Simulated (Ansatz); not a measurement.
# Worked example: the step energy

An elementary step of CH₇NSi, closed shell (CH₅N ([CH3][NH2]) + SiH₂ → CH₇NSi ([CH3][NH][SiH3]); H–N broken or loosened, Si–H, Si–N formed or tightened). “Start” and “end” are the PBE0-D4/def2-TZVP structures reached by relaxing down either side of its saddle point, with the molecules still in contact.

Ansatz 0.2.0; basis: def2-TZVPP and def2-QZVPP; cores frozen in the correlated methods.

Energies in eV:

| quantity | end | start |
| --- | --- | --- |
| Hartree–Fock, triple zeta (X = 3) | -10486.87432 | -10485.23347 |
| Hartree–Fock, quadruple zeta (X = 4) | -10487.26499 | -10485.60306 |
| MP2 correlation, X = 3 | -14.24273 | -14.37573 |
| MP2 correlation, X = 4 | -15.21844 | -15.33766 |
| CCSD(T) correlation, X = 3 | -15.92432 | -16.18485 |

Work out the step energy at the basis limit: extrapolate Hartree–Fock as E(X) = E∞ + A exp(−7.88 √X) and the MP2 correlation as E(X) = E∞ + B X^−2.97 (the exponents that Neese and Valeev fitted for def2-TZVPP and QZVPP), then add CCSD(T) − MP2 in triple zeta.

Each step is linear, so take the differences first (end − start): Hartree–Fock -1.64085 (X = 3) and -1.66193 (X = 4); MP2 correlation 0.13300 and 0.11922; CCSD(T) correlation 0.26053.
Two points give E∞ = E(4) + w [E(4) − E(3)], with w = 1/(exp(7.88 (2 − √3)) − 1) = 0.1377 for Hartree–Fock and w = 1/((4/3)^2.97 − 1) = 0.7407 for the correlation.
Hartree–Fock: -1.66193 + 0.1377 × (-0.02108) = -1.6648 eV.
MP2 correlation: 0.11922 + 0.7407 × (-0.01378) = 0.1090 eV.
CCSD(T) − MP2: 0.26053 − 0.13300 = 0.1275 eV.
Sum: -1.6648 + 0.1090 + 0.1275 = -1.4283 eV, or -32.94 kcal/mol. Plain CCSD(T) in triple zeta gives -1.3803 eV, so the larger basis shifts the result by -0.0480 eV.

T1 diagnostic: at most 0.013. The restricted Hartree–Fock reference is unstable towards an unrestricted one at one or more of these structures.

Losses and insertions of silylenes and their heavier kin drive the gas-phase chemistry of silicon and germanium vapour deposition.

Labels in which every atom is bracketed show which atoms are joined, not bond orders.

For scale, one of the runs: CCSD(T)/def2-TZVPP, 202 basis functions, launched by `ansatz run in.yaml --threads 2 --pin off --events-out ev --progress --plain --max-ram 4352MiB`. The run took 39 s on 2 CPU threads of an Arm Neoverse V2 (shared host), with 2.5 GiB of host memory at its peak.
